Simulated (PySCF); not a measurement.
# BH6NO: the cost of one run

Programs: PySCF 2.14.0, with density-fitted response routines of our own. Each step states its level of theory. These are calculated values for one molecule in the gas phase, unless marked as measured. Atoms count from 0, in the outputs and in this text.

### 1 The molecule as given

9 atoms, charge 0, multiplicity 1; geometry from: GFN2-xTB. The atoms were then displaced at random by about 0.01 Å, so the start is not that level's minimum.

Bonds of the start (Å): N0–B1 1.76, B1–O2 1.41, N0–H3 1.03, N0–H4 1.04, N0–H5 0.99, B1–H6 1.20, B1–H7 1.18, O2–H8 0.98.

### 2 Geometry optimisation at PBE0-D3(BJ)/def2-SVP

The job: settings as JSON, then the geometry in Å.

```
{"job": {"xc": "PBE0", "basis": "def2-SVP", "d3": "d3bj", "grid": 1, "shake": 0.01, "kind": "geom"}, "charge": 0, "multiplicity": 1}
N     -1.002800    -0.121480     0.231360
B      0.725960    -0.322300    -0.047570
O      1.040680     0.704270    -0.961830
H     -1.166980     0.768190     0.725140
H     -1.415540    -0.050790    -0.716470
H     -1.402810    -0.883660     0.728710
H      1.179110    -0.243140     1.063970
H      0.763860    -1.385070    -0.556210
H      1.336330     1.516830    -0.500830
```

Command:

```
OMP_NUM_THREADS=1 python probes_run.py task.json out
```

This one command runs all jobs of the session in turn.

Q: Estimate the wall time and peak memory of this first job on 1 thread of Arm Neoverse V1, shared host.

About 13 s, with a peak of 0.31 GiB.
